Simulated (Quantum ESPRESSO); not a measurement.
## Rutile MnF2

Method: PBE (Quantum ESPRESSO, norm-conserving pseudopotentials).

Numerical settings: plane-wave cutoff 1306 eV, 6×6×8 k mesh (along the axes of the cell as run), Fermi–Dirac smearing 0.05 eV, ferromagnetic start, spin-polarised with parallel moments.

Cell (relaxed at this level):

```cif
data_F4Mn2
_chemical_formula_sum 'Mn2 F4'
_space_group_name_H-M_alt 'P42/mnm'
_space_group_IT_number 136
_space_group_name_Hall '-P 4n 2n'
_cell_length_a 4.94529
_cell_length_b 4.94529
_cell_length_c 3.33595
_cell_angle_alpha 90.000
_cell_angle_beta 90.000
_cell_angle_gamma 90.000
loop_
_atom_site_label
_atom_site_type_symbol
_atom_site_symmetry_multiplicity
_atom_site_Wyckoff_symbol
_atom_site_fract_x
_atom_site_fract_y
_atom_site_fract_z
_atom_site_occupancy
Mn1 Mn 2 a 0.00000 0.00000 0.00000 1
F1 F 4 f 0.30535 0.30535 0.00000 1
```

| Property | Value |
|---|---|
| magnetic moment (largest site, within a sphere) | 4.20 μB |
| band gap | 1.34 eV (on the SCF k mesh) |

Measured, for comparison: band gap 9.9 eV (temperature not stated, not corrected to a static lattice, the source doubts the polymorph; as tabulated in Das and Bazhirov (2019), arXiv:1808.05325). Computed (rounded) less measured: band gap not scored (a reference that its source doubts or gives as a wide range).

Note: SCF correction compared to forces is large.

Moments are spin moments.

Static lattice: no zero-point or thermal effects.
